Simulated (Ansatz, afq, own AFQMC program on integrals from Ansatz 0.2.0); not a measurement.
AlBr2, doublet in def2-TZVP, levels against AFQMC with the constraint released

| atom | x (Å) | y (Å) | z (Å) |
| --- | --- | --- | --- |
| Al | 0.1402 | -0.9754 | 0.1126 |
| Br | 1.9274 | -1.7222 | 1.2953 |
| Br | -1.2867 | -2.4621 | -0.8383 |

Connectivity, by distances: Br–Al–Br.

Basis def2-TZVP. Noble-gas cores (and the filled d shells of Ga–Kr and In–Xe) are frozen. Ansatz 0.2.0 and our own AFQMC program on the same integrals; the CISD trial comes from CCSD amplitudes, and released means the phaseless constraint is let go. Error bars are statistical, one sigma. No spin–orbit coupling.

Determinant: UHF, the one that the program's search chose, which needn't be the lowest solution. The geometry is a PBE0/def2-SVP stationary point of this or a neighbouring charge and spin state.

No full CI on the walks' own integrals is used here. The released AFQMC energy serves as the reference, which it does only where one determinant dominates, the energy is flat over the last release times and near the phaseless one (40 meV or 2 meV an electron, half that with transition metals). On small molecules, where full CI could be run and the noise was under 10 meV, such values lay within 10 meV of it in 19 cases of 20, a flattering rate, since the rule was set on those same cases; what remains of the bias isn't in the error bar.

Cautions: no relativity below Rb; no spin-orbit coupling; inner d shell frozen; the released value is read at 1.50 1/Eh with a noise of 11 meV, more than in the cases checked (meV from the phaseless value at times in 1/Eh: -11 ± 6 at 0.24, -14 ± 7 at 0.51, -15 ± 7 at 0.99, -9 ± 11 at 1.50).

The T1 diagnostic is 0.0137. The weight of the determinant in the CISD state is 0.837, the ⟨S²⟩ of the determinant is 0.755 and the size of the correlated space is 17 electrons in 100 orbitals.

Reference: AFQMC with the constraint released, correlation energy -11.307 ± 0.011 eV.

```csv
level,E − E(reference) (mEh),share of correlation (%)
HF,415.52 ± 0.41,0.00
MP2,50.61 ± 0.41,87.82
CCSD,19.08 ± 0.41,95.41
CCSD(T),2.02 ± 0.41,99.51
ph-AFQMC/CISD,0.34 ± 0.47,99.92
```

A walk keeps the symmetry of its determinant, which the program's search chose and which needn't be the lowest solution, so a lower state of the same spin and another symmetry isn't excluded. Released energies are given only where the last usable release times agree within the noise; a slower fall can still hide under it.
